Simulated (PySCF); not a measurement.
**H₂S: calculation against measurement**

Isolated H₂S, optimised in PySCF with density fitting and no spin–orbit coupling; def2 sets carry scalar-relativistic core potentials from Rb on. All levels below give a singlet of C2v symmetry: PBE0/def2-TZVP S–H 1.341 Å (×2), H–S–H 92.3°; B3LYP/def2-TZVP S–H 1.343 Å (×2), H–S–H 92.6°; PBE/def2-TZVP S–H 1.352 Å (×2), H–S–H 91.8°; wB97X/def2-TZVP S–H 1.337 Å (×2), H–S–H 92.7°.

Counting electrons, sulfur keeps 4 of its valence electrons outside its bonds, so the VSEPR class is AX2E2 and the expected shape is bent (C2v), as computed. The angle of 92° is close to 90°: the heavy centre bonds with nearly pure p orbitals and keeps its lone pair s-like.

Measured fundamentals (Shimanouchi, Tables of Molecular Vibrational Frequencies (1972), as compiled in the NIST Chemistry WebBook) beside computed harmonic wavenumbers, in cm⁻¹:

| mode as compiled | computed symmetry | measured | rating (A best; medium not stated) | PBE0/def2-TZVP | B3LYP/def2-TZVP | PBE/def2-TZVP | wB97X/def2-TZVP |
| --- | --- | --- | --- | --- | --- | --- | --- |
| a1 sym str | a1 | 2615 | A | 2725 | 2684 | 2630 | 2776 |
| a1 bend | a1 | 1183 | A | 1209 | 1215 | 1170 | 1228 |
| b1 anti str | b2 | 2626 | B | 2741 | 2697 | 2646 | 2789 |

Problem. How close does each level come?

Solution. Mean absolute differences: PBE0/def2-TZVP 3.6 %, B3LYP/def2-TZVP 2.7 %, PBE/def2-TZVP 0.8 %, wB97X/def2-TZVP 5.4 %. The mean ratio of measured to computed values at PBE/def2-TZVP is 0.999. Harmonic values should lie a little above fundamentals, most of all for X–H stretches.

Problem. The measured dipole moment is 0.977 D (NIST CCCBDB Release 22 (SRD 101), experimental dipoles). What do the calculations give?

Solution. PBE0/def2-TZVP 1.16 D, B3LYP/def2-TZVP 1.11 D, PBE/def2-TZVP 1.13 D, wB97X/def2-TZVP 1.19 D. The measured value is a vibrational average, and the basis lacks diffuse functions.

Problem. The measured mean polarisability is 3.631 Å³ (NIST CCCBDB Release 22 (SRD 101), experimental polarizabilities). What do the calculations give?

Solution. PBE0/def2-TZVP 2.69 Å³, B3LYP/def2-TZVP 2.70 Å³, PBE/def2-TZVP 2.74 Å³, wB97X/def2-TZVP 2.66 Å³. Basis sets without diffuse functions underestimate polarisabilities.
